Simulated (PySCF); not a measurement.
2-methyl-1-butanol, C5H12O.
Numbering: `[CH3:1][CH2:2][C@H:3]([CH3:4])[CH2:5][OH:6]` (hydrogens: H7, H8, H9 on C1; H10, H11 on C2; H12 on C3; H13, H14, H15 on C4; H16, H17 on C5; H18 on O6)

The same species was optimised twice, with GFN2-xTB and with PBE0-D3(BJ)/def2-SVP (PySCF), and the same property calculations (PySCF, gas phase) were run on both structures.

```tsv
coordinate	GFN2-xTB	PBE0-D3(BJ)/def2-SVP	change
C3–C5 (Å)	1.538	1.530	-0.008
C3–C4 (Å)	1.530	1.526	-0.004
C1–C2 (Å)	1.524	1.520	-0.004
C2–C3 (Å)	1.533	1.530	-0.003
C5–O6 (Å)	1.406	1.404	-0.002
C1–C2–C3 (°)	113.2	114.9	+1.7
C2–C3–C5 (°)	111.3	112.3	+1.0
C4–C3–C5 (°)	110.6	111.1	+0.5
C2–C3–C4 (°)	110.4	110.9	+0.5
C3–C5–O6 (°)	113.9	113.6	-0.3
C1–C2–C3–C4 (°)	-163	-175	-12
C2–C3–C5–O6 (°)	58	56	-2
```

Rotational constants: A = 4163, B = 2666, C = 1969 MHz (GFN2-xTB) against A = 4009, B = 2807, C = 1999 MHz (PBE0-D3(BJ)/def2-SVP). Point groups within 0.08 Å: C1 and C1.

On the GFN2-xTB structure: HOMO (eV) -7.67 [PBE0/pcSseg-1]; LUMO (eV) 1.20 [PBE0/pcSseg-1]; dipole (D) 1.66 [PBE0/pcSseg-1]; GIAO shielding of C1 (ppm) 172.3 [PBE0/pcSseg-1]; GIAO shielding of C2 (ppm) 160.5 [PBE0/pcSseg-1]; GIAO shielding of C3 (ppm) 145.6 [PBE0/pcSseg-1]; GIAO shielding of C4 (ppm) 167.0 [PBE0/pcSseg-1]; GIAO shielding of C5 (ppm) 119.7 [PBE0/pcSseg-1]; GIAO shielding of O6 (ppm) 320.5 [PBE0/pcSseg-1].

What do these properties become on the PBE0-D3(BJ)/def2-SVP structure?

```
                                    property          level  on GFN2-xTB  on PBE0-D3(BJ)/def2-SVP  change
                                   HOMO (eV)  PBE0/pcSseg-1        -7.67                    -7.69   -0.02
                                   LUMO (eV)  PBE0/pcSseg-1         1.20                     1.15   -0.05
                                  dipole (D)  PBE0/pcSseg-1         1.66                     1.61   -0.05
energy, GFN2-xTB geometry as zero (kcal/mol)  PBE0/pcSseg-1          0.0                     -0.6    -0.6
                  GIAO shielding of C1 (ppm)  PBE0/pcSseg-1        172.3                    170.9    -1.4
                  GIAO shielding of C2 (ppm)  PBE0/pcSseg-1        160.5                    157.8    -2.7
                  GIAO shielding of C3 (ppm)  PBE0/pcSseg-1        145.6                    146.1    +0.5
                  GIAO shielding of C4 (ppm)  PBE0/pcSseg-1        167.0                    164.8    -2.2
                  GIAO shielding of C5 (ppm)  PBE0/pcSseg-1        119.7                    119.7     0.0
                  GIAO shielding of O6 (ppm)  PBE0/pcSseg-1        320.5                    322.7    +2.2
```

The heavy atoms differ by 0.095 Å rms after alignment. Among bonds between heavy atoms C3–C5 changes most (-0.008 Å). Changes are differences of the printed values. Neither structure is proved a minimum here.

The values belong to the conformer `[CH3:1][CH2:2][C@H:3]([CH3:4])[CH2:5][OH:6]`: C1–C2–C3–C4 -175°, C2–C3–C5–O6 56°, H–O6–C5–C3 62°.
